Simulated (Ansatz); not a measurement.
Ideal-gas functions of C2H3NS, SMILES `CSC#N` at 400 K and 1 bar, from an Ansatz frequency run at PBE0-D4/def2-TZVP.

Molar mass 73.12 g/mol, point group Cs (symmetry number 1), electronic degeneracy 1, moments of inertia 31.475, 121.358, 149.591 u Å². Harmonic wavenumbers (cm⁻¹, unscaled): 155, 176, 424, 476, 699, 733, 975, 1002, 1349, 1455, 1472, 2291, 3076, 3175, 3186.

Use S(trans) = R[1.5 ln M + 2.5 ln T − 1.1517]; rotational temperatures θ = 24.2544 K / I; S(rot) = R[ln(√π/σ · √(T³/θAθBθC)) + 1.5]; for each mode x = 1.438777 ν̃/T, S = R[x/(eˣ − 1) − ln(1 − e⁻ˣ)] and H = RT x/(eˣ − 1); 1 cm⁻¹ = 0.0119627 kJ/mol; R = 8.31446 J/(mol·K).

Question: By hand: the entropy, in J/(mol·K).

Answer: Translation 168.5. Rotation: θ = 0.7706, 0.1999, 0.1621 K, giving 107.3. Vibration, mode by mode: 13.28, 12.25, 5.57, 4.79, 2.54, 2.31, 1.15, 1.07, 0.38, 0.28, 0.26, 0.02, 0.00, 0.00, 0.00, in all 43.9. Electronic 0.0. Sum 319.7 J/(mol·K).

Question: By hand: H − E and G − E in kJ/mol, counted from the electronic energy.

Answer: Zero-point energy ½ × 20644 × 0.0119627 = 123.5; thermal vibration 10.0; translation, rotation and pV give 4 RT = 13.3. H − E = 146.8 kJ/mol, and G − E = 146.8 − 400 × 319.7/1000 = 18.9 kJ/mol.

Vibration gives 14 % of the entropy.
